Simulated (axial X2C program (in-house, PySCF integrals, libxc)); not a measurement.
**What spin–orbit coupling does to LiAl**

Calculated with an in-house relativistic program for diatomic molecules. Spin-free means the one-electron spin-free X2C Hamiltonian; two-component (2c) means X2C with spin–orbit coupling and atomic mean-field two-electron Coulomb and Gaunt terms, so the difference of the two also holds small scalar two-electron terms. Basis: Al dyall-v3z [8s8p2d1f], Li dyall-cv3z [7s8p2d] (cores contracted in-house); Gaussian nuclei, density fitting, unrestricted open shells. Masses: Al 26.982 u, Li 7.016 u.

Spin-free state: M_S = 1, Λ = 1 (beyond evenly filled blocks: σα, π+α); fragments Al + Li.

```json
{"level": "PBE0", "Re (Å)": "2.633", "ωe (cm⁻¹)": "338.6", "De (eV)": "0.802", "μ (D)": "4.47"}
{"level": "HF", "Re (Å)": "2.671", "ωe (cm⁻¹)": "325.7", "De (eV)": "0.312", "μ (D)": "5.19"}
{"level": "MP2", "Re (Å)": "2.656", "ωe (cm⁻¹)": "336.9", "De (eV)": "0.689", "μ (D)": "n/a"}
{"level": "CCSD", "Re (Å)": "2.648", "ωe (cm⁻¹)": "336.9", "De (eV)": "0.721", "μ (D)": "n/a"}
{"level": "CCSD(T)", "Re (Å)": "2.650", "ωe (cm⁻¹)": "336.8", "De (eV)": "0.770", "μ (D)": "n/a"}
{"level": "B97-3", "Re (Å)": "2.624", "ωe (cm⁻¹)": "343.3", "De (eV)": "0.734", "μ (D)": "4.71"}
```

Correlated methods: 4 electrons correlated (number of frozen shells: Al 2 s, 1 p; Li 1 s), 144 virtual spin orbitals or spinors in MP2, 58 natural virtuals in coupled cluster.

Dipoles are positive if Li is the positive end.

Two-component determinant lowest at the distance of the search:

Ω = 2 (⟨Sz⟩ = 1.00, ⟨Lz⟩ = 1.00 at HF); fragments Al + Li.

| level | Re (Å) | ωe (cm⁻¹) | De (eV) | μ (D) |
| --- | --- | --- | --- | --- |
| PBE0 | 2.633 | 338.6 | 0.798 | 4.47 |
| HF | 2.671 | 325.9 | 0.308 | 5.19 |
| MP2 | 2.656 | 336.8 | 0.682 | n/a |
| CCSD | 2.648 | 336.9 | 0.709 | n/a |
| CCSD(T) | 2.650 | 336.8 | 0.760 | n/a |
| B97-3 | 2.624 | 343.3 | 0.730 | 4.71 |

(1) From the two tables, how do the constants change at the CCSD(T) level (2c against spin-free)?

Dissociation energies refer to the lowest single-determinant-based atoms at the same level and basis. Density functionals use the spin component along the axis (collinear). Coupled cluster ran in a truncated set of natural virtual spinors; the MP2 energy of the rest was added. (T) has no such correction and the atoms are truncated less, which lowers De at CCSD(T) by a hundredth of an eV or more. In 2c an atomic determinant is not the ground J level, so De misses part of the atomic spin–orbit lowering. This holds for PBE0, B97-3. Without a current term, density functionals place determinants with orbital angular momentum somewhat too high. The atomic limit has a lower orbital projection than the molecule and lies lower at mean-field level, so De may be about a tenth of an eV too small. The state is one determinant with fixed occupations, lowest in a PBE0 search at one distance only: followed along the bond, the 2c determinant Ω = 0 reaches 0.06 eV lower at PBE0, at Re = 2.892 Å, so the state shown is not the lowest. With several unpaired electrons one determinant need not be a pure state. A state of lower Ω lies just above, and one determinant can place such states too high, so the state shown need not be the lowest. The search has Ω = 0 only 0.05 eV up. Open-shell Ω = 0 determinants with evenly filled partner blocks cannot be reached by this program, so the Ω shown need not be the lowest component.

## Answers

(1) At the CCSD(T) level Re is unchanged within 0.001 Å and ωe doesn't move by more than 0.2 cm⁻¹; De changes by -0.010 eV.
